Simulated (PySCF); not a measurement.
How the method changes the constants of LiO

State: ²Π (doublet), unpaired electrons π ↑. Set-up: basis Li def2-TZVP, O def2-TZVP; no relativity; PySCF 2.14. De refers to Li + O in their high-spin ground configurations, without counterpoise correction. The functionals are run spin-unrestricted. A positive dipole means Li(−)O(+).

```tsv
Level	Re (Å)	ωe (cm⁻¹)	De (eV)	μ (D)	CPU s a point (SCF and correlation, without the integrals)
UHF	1.675	856	1.71	-6.84	0.16
UHF-MP2	1.692	822	3.36	n/a	0.22
UHF-SCS-MP2	1.692	823	3.34	n/a	n/a
UHF-CCSD	1.688	829	3.19	n/a	n/a
UHF-CCSD(T)	1.691	822	3.27	n/a	2.6
PBE	1.697	797	3.68	-6.26	0.37
PBEsol	1.692	804	3.77	-6.28	0.24
r²SCAN	1.694	812	3.56	-6.52	0.6
PBE0	1.681	829	3.40	-6.47	0.57
M06-2X	1.678	845	3.64	-6.61	0.64
LC-ωPBE	1.684	831	3.55	-6.60	0.44
B2PLYP	1.684	826	3.52	-6.64	0.34
```

Problem. Which functional lies closest to UHF-CCSD(T) in De, which farthest, and by how much do they differ from it?

Solution. Closest is PBE0 (-1.0 pm in Re, +0.9 % in ωe, +0.13 eV in De against UHF-CCSD(T) in the same basis), farthest PBEsol (+0.1 pm in Re, -2.2 % in ωe, +0.50 eV in De). CCSD(T) converges more slowly with the basis than the functionals do and binds too weakly in this one, so the order can change at the basis-set limit.

Problem. What does a quarter of exact exchange do here, going from PBE to PBE0?

Solution. PBE0 less PBE: -1.6 pm in Re, +4.0 % in ωe, -0.28 eV in De. Exact exchange removes part of the self-interaction that spreads semilocal densities, and in most molecules shortens and stiffens the bond and lowers De; so it does here.

Problem. What does the step from GGA to meta-GGA do here, going from PBE to r²SCAN?

Solution. r²SCAN less PBE: -0.3 pm in Re, +1.9 % in ωe, -0.12 eV in De. 

Correlated steps freeze 1 core orbital. B2PLYP dipoles, levels and charges come from its SCF part alone. The state is the lowest determinant that a PBE0 search found; another state may lie lower at other levels.

The whole job (state search and all levels along the bond) took about 1.3 min on 1 thread of Arm Neoverse V2 (shared host), peak memory 0.55 GiB.
